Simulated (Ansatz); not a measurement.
**triplet SF(+): levels of theory in one basis**

```xyz
2

S     0.0000    0.0000   -0.8258
F     0.0000    0.0000    0.8258
```

Basis set: def2-SVP (spherical functions). Left uncorrelated: 6 orbitals. Correlation on ROHF uses semicanonical orbitals with singles. Charge 1, multiplicity 3.

Computed with Ansatz (development build ahead of 0.2.0); each method stands on the lowest determinant of its kind that the runs found.

```csv
method,E − E(ROHF) (eV),<S²> of the determinant
ROHF,0.00,2.00
UHF,-0.18,2.02
ROHF-MP2,-7.93,–
UHF-MP2,-7.91,2.02
ROHF-CCSD(T),-8.64,–
UHF-CCSD(T),-8.64,2.02
```

**Question.** Is a single determinant a sound starting point here?

**Answer.** By this sign, yes. Unrestricted orbitals gain 0.18 eV and <S²> is 2.02 against 2.00 for a pure state.
